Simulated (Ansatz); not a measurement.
Zinc-blende HgS (metastable phase)

Calculation: PBEsol (Ansatz, a program for electronic structure, plane waves, PAW).

Run with plane-wave cutoff 500 eV, 8×12×1 k mesh (along the axes of the cell as run), Fermi–Dirac smearing 0.05 eV, scalar-relativistic PAW data made under PBE.

Cell: relaxed at this level.

* **surface energy of the (110) face**: 0.24 J/m²
* **work function of the (110) face**: 5.36 eV

The slab of 16 atoms is relaxed and unreconstructed.

Spin–orbit coupling is not included; it can shift volumes and moduli of such heavy elements.

The computed numbers hold no vibrational or temperature effects.

The result took roughly 30 core-minutes.
